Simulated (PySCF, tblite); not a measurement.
**5 × water**

A gas-phase complex of 5 × water; neutral, singlet. The structure comes from a short search (6 tight-binding starts) and was relaxed by PBE0-D3(BJ)/def2-SVPD; another way of binding may lie lower. No frequency run checks that it is a minimum.

Parts: 1 = water (O), atoms 1–3; 2 = water (O), atoms 4–6; 3 = water (O), atoms 7–9; 4 = water (O), atoms 10–12; 5 = water (O), atoms 13–15.

```xyz
15

O     0.444    0.282    0.092
H     0.300    0.780   -0.735
H     1.415    0.211    0.126
O     0.158    2.267    1.815
H     0.148    1.444    1.252
H    -0.759    2.503    1.972
O     1.855    3.407    0.180
H     1.183    3.147    0.869
H     2.138    4.303    0.376
O     0.520    2.184   -1.964
H     1.032    2.765   -1.371
H     1.115    1.957   -2.683
O     3.179    0.966    0.009
H     2.909    1.896    0.125
H     3.842    0.795    0.681
```
(Å; atoms numbered from 1)

```
 contact  kind (by geometry)  distance (Å)  angle (°)
 H8···O4       hydrogen bond         1.649        163
 H5···O1       hydrogen bond         1.669        165
H14···O7       hydrogen bond         1.844        161
H11···O7       hydrogen bond         1.870        160
H2···O10       hydrogen bond         1.879        157
H3···O13       hydrogen bond         1.923        152
```

Interaction energies are complex less parts, with the parts frozen as they stand in it; counterpoise-corrected, in kcal/mol (PySCF).

Question: How strongly do the parts interact, level by level?

Answer: 
```
                 level  interaction  superposition error removed
wB97M-D3(BJ)/def2-SVPD       -38.25                        -3.20
 PBE0-D3(BJ)/def2-SVPD       -40.69                        -3.39
```

Question: What holds them together? Decompose the wB97M-D3(BJ)/def2-SVPD energy: frozen parts, their antisymmetrised product, then relaxation.

Answer: electrostatic -73.7, Pauli repulsion +78.6, orbital relaxation -40.7, dispersion correction -5.6 kcal/mol, which sum to the value before the counterpoise correction; the Pauli term holds the exchange-correlation of the frozen density too. Of the attraction, 61 % is electrostatic, 34 % is orbital relaxation, 5 % is dispersion correction.

The parts were also relaxed and run alone, at the levels used for the complex: shieldings by PBE0/pcSseg-1; core levels by delta-SCF with SCAN, pcX-2 on the ionised atom and pcseg-1 elsewhere, spin-free X2C.

Question: What does binding change?

Answer: 
```csv
property,alone,in the complex,change
O7–H8 bond (Å),0.961,0.996,+0.035
shielding of H8 (ppm),30.93,22.85,-8.08
shielding of O4 (ppm),335.3,313.6,-21.7
shielding of H5 (ppm),30.93,23.16,-7.77
shielding of O1 (ppm),335.3,302.8,-32.5
O1 1s core level (eV),539.76,538.31,-1.45
O4 1s core level (eV),539.76,538.91,-0.84
O7 1s core level (eV),539.76,539.37,-0.39
```

Density functionals tend to overstate the lengthening and the red shift of so strongly bound an X–H bond.

The 4 runs behind this took 99 s in all, one thread each of AMD EPYC 9R45 96-Core on a shared host, launched as `OMP_NUM_THREADS=1 python cluster_run.py task.json out`.
